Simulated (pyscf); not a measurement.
Single points on ωB97X-D3(BJ)/def2-SVP structures (PySCF, gas phase).

Task: PBE/def2-TZVP puts the barrier of `[CH]#[C][CH3]` + `[CH3][OH]` → `[CH3][C]([CH3])=[CH][OH]` (addition across a multiple bond or ene-type step; singlet surface; C–O broken, C–C, C–O formed) at 64.8 kcal/mol and the reaction energy at -45.8 kcal/mol, from the separated reactants. What do r²SCAN/def2-TZVP, B3LYP-D3(BJ)/def2-TZVP, ωB97M-D3(BJ)/def2-TZVP give on the same structures?

Result: r²SCAN: ΔE‡ = 69.4 kcal/mol, ΔE = -47.0 kcal/mol; B3LYP-D3(BJ): ΔE‡ = 73.2 kcal/mol, ΔE = -43.6 kcal/mol; ωB97M-D3(BJ): ΔE‡ = 77.4 kcal/mol, ΔE = -44.0 kcal/mol. PBE's barrier lies under all of them, by 4.6 to 12.6 kcal/mol. Its reaction energy lies among theirs. Low barriers are usual for a GGA, whose delocalisation error favours stretched bonds. From the product side, H₃C–C•(CH₃)–CH=O + H• lies, by one bond made or cut, 39.4 kcal/mol under this saddle at ωB97M-D3(BJ)/def2-TZVP. H₃C–C(CH₃)=CH–OH lies 13.8 kcal/mol over its isomer H₃C–CH₂–C(CH₃)=O (electronic energy, ωB97M-D3(BJ)/def2-TZVP). One saddle was located; it need not be the lowest between these sides.
